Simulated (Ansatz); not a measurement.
## A relaxation, step by step

AlPNH7, closed shell, PBE0-D4/def2-TZVP (Ansatz 0.2.0). Settings:

```yaml
hamiltonian: {xc: pbe0, dispersion: d4}
relax: {f_tol: 0.005, max_steps: 200}
```

Start, a step off a saddle point along its unstable mode:

```
10
angstrom
Al -0.5360 0.0208 -1.1299
N 0.4946 1.3287 -0.3504
H 0.2078 -0.8508 -2.2415
H -2.1143 0.2948 -1.1096
H 0.5408 0.0841 1.0586
P -0.0755 -1.1669 1.0308
H 0.0748 2.1976 -0.0423
H 1.4182 1.5272 -0.6976
H 0.8921 -2.1610 1.3094
H -0.9022 -1.2743 2.1726
```

```json
{"step": "1", "energy less the last (meV)": "684.5", "largest force component (eV/Å)": "1.381"}
{"step": "3", "energy less the last (meV)": "298.0", "largest force component (eV/Å)": "0.519"}
{"step": "5", "energy less the last (meV)": "98.8", "largest force component (eV/Å)": "0.357"}
{"step": "7", "energy less the last (meV)": "46.5", "largest force component (eV/Å)": "0.121"}
{"step": "9", "energy less the last (meV)": "41.4", "largest force component (eV/Å)": "0.057"}
{"step": "11", "energy less the last (meV)": "38.7", "largest force component (eV/Å)": "0.009"}
{"step": "13", "energy less the last (meV)": "37.6", "largest force component (eV/Å)": "0.035"}
{"step": "15", "energy less the last (meV)": "34.4", "largest force component (eV/Å)": "0.220"}
{"step": "17", "energy less the last (meV)": "29.3", "largest force component (eV/Å)": "0.376"}
{"step": "19", "energy less the last (meV)": "5.9", "largest force component (eV/Å)": "0.021"}
{"step": "21", "energy less the last (meV)": "4.6", "largest force component (eV/Å)": "0.012"}
{"step": "23", "energy less the last (meV)": "1.2", "largest force component (eV/Å)": "0.127"}
{"step": "25", "energy less the last (meV)": "0.1", "largest force component (eV/Å)": "0.007"}
{"step": "27", "energy less the last (meV)": "0.0", "largest force component (eV/Å)": "0.007"}
{"step": "28", "energy less the last (meV)": "0.0", "largest force component (eV/Å)": "0.003"}
```

Step 15, positions (Å) and forces (eV/Å):

| atom | x | y | z | Fx | Fy | Fz |
| --- | --- | --- | --- | --- | --- | --- |
| Al1 | -0.487 | 0.192 | -1.077 | 0.037 | -0.003 | 0.000 |
| N2 | 0.497 | 1.673 | -0.884 | -0.010 | 0.046 | 0.031 |
| H3 | 0.108 | -0.949 | -2.020 | -0.016 | 0.005 | 0.004 |
| H4 | -2.052 | 0.321 | -0.794 | 0.010 | 0.013 | 0.003 |
| H5 | 0.490 | -0.413 | 2.275 | -0.082 | -0.121 | -0.149 |
| P6 | -0.016 | -1.139 | 1.163 | -0.014 | -0.104 | 0.220 |
| H7 | 0.163 | 2.531 | -0.476 | -0.017 | -0.027 | -0.002 |
| H8 | 1.441 | 1.799 | -1.210 | -0.004 | -0.052 | -0.018 |
| H9 | 0.927 | -2.200 | 1.183 | -0.099 | 0.136 | 0.021 |
| H10 | -1.070 | -1.816 | 1.841 | 0.195 | 0.107 | -0.111 |

Step 19, positions (Å) and forces (eV/Å):

| atom | x | y | z | Fx | Fy | Fz |
| --- | --- | --- | --- | --- | --- | --- |
| Al1 | -0.550 | 0.208 | -1.051 | 0.003 | -0.010 | 0.021 |
| N2 | 0.577 | 1.587 | -0.872 | -0.001 | 0.000 | -0.004 |
| H3 | -0.118 | -0.959 | -2.049 | -0.005 | -0.002 | -0.004 |
| H4 | -2.079 | 0.470 | -0.677 | -0.003 | 0.009 | -0.002 |
| H5 | 0.064 | -0.352 | 2.324 | -0.009 | -0.006 | -0.002 |
| P6 | -0.035 | -1.115 | 1.141 | 0.000 | 0.008 | -0.009 |
| H7 | 0.338 | 2.469 | -0.450 | 0.002 | 0.004 | 0.002 |
| H8 | 1.500 | 1.633 | -1.271 | 0.006 | -0.005 | -0.005 |
| H9 | 1.186 | -1.811 | 1.265 | 0.002 | 0.013 | 0.003 |
| H10 | -0.882 | -2.130 | 1.640 | 0.005 | -0.012 | -0.001 |

Step 25, positions (Å) and forces (eV/Å):

| atom | x | y | z | Fx | Fy | Fz |
| --- | --- | --- | --- | --- | --- | --- |
| Al1 | -0.590 | 0.219 | -1.040 | -0.002 | 0.000 | -0.003 |
| N2 | 0.612 | 1.536 | -0.863 | -0.002 | -0.002 | 0.000 |
| H3 | -0.226 | -0.963 | -2.048 | 0.000 | 0.000 | 0.001 |
| H4 | -2.101 | 0.562 | -0.658 | 0.000 | 0.001 | 0.001 |
| H5 | -0.133 | -0.379 | 2.345 | -0.001 | 0.001 | -0.002 |
| P6 | -0.055 | -1.100 | 1.134 | -0.001 | -0.007 | 0.005 |
| H7 | 0.422 | 2.433 | -0.448 | 0.000 | 0.003 | 0.002 |
| H8 | 1.531 | 1.532 | -1.272 | 0.004 | -0.001 | -0.002 |
| H9 | 1.265 | -1.574 | 1.283 | 0.000 | 0.003 | -0.001 |
| H10 | -0.726 | -2.267 | 1.566 | 0.002 | 0.002 | -0.002 |

Last step (28):

Al1  (-0.597, 0.220, -1.042)
N2  (0.615, 1.528, -0.858)
H3  (-0.239, -0.962, -2.052)
H4  (-2.105, 0.572, -0.659)
H5  (-0.152, -0.378, 2.341)
P6  (-0.059, -1.099, 1.132)
H7  (0.432, 2.426, -0.442)
H8  (1.535, 1.517, -1.266)
H9  (1.272, -1.543, 1.281)
H10  (-0.703, -2.280, 1.564)
(Å)

Hardware: 2 CPU threads, shared host. Wall time about 51 s.
